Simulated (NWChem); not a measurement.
**What each level costs for DMSO (C2H6OS)**

SMILES: CS(C)=O
```xyz
10

C     -0.6613     0.5218    -1.3725
S      0.5039     0.0967     0.0000
C     -0.6613     0.5218     1.3725
O      0.6360    -1.4147     0.0000
H     -0.1374     0.2484    -2.3077
H     -0.8982     1.6041    -1.3677
H     -1.5723    -0.0980    -1.2581
H     -1.5723    -0.0980     1.2581
H     -0.1374     0.2484     2.3077
H     -0.8982     1.6041     1.3677
```
Charge 0, spin multiplicity 1.

The numbers come from NWChem runs, not from measurements. Structure: optimised with PBE/def2-SVP, a minimum by its harmonic frequencies.

Basis set: cc-pVDZ (90 functions). Each entry is one whole single-point run; the coupled-cluster runs use the TCE module, and the SCF and DFT modules converge to different thresholds.

The correlated methods keep 8 core orbitals frozen. B3LYP has NWChem's definition, with VWN1-RPA local correlation.

Task: Roughly how much processor time does each of these take, relative to RHF: MP2, RI-MP2, B2PLYP, PBE, B3LYP, TPSS, CR-CCSD(T)?

Result: RI-MP2 about the same, within a factor of 3; PBE about the same, within a factor of 3; B3LYP about the same, within a factor of 3; TPSS about 3; MP2 about 3; B2PLYP about 4; CR-CCSD(T) about 30 (rough ratios from shared machines).
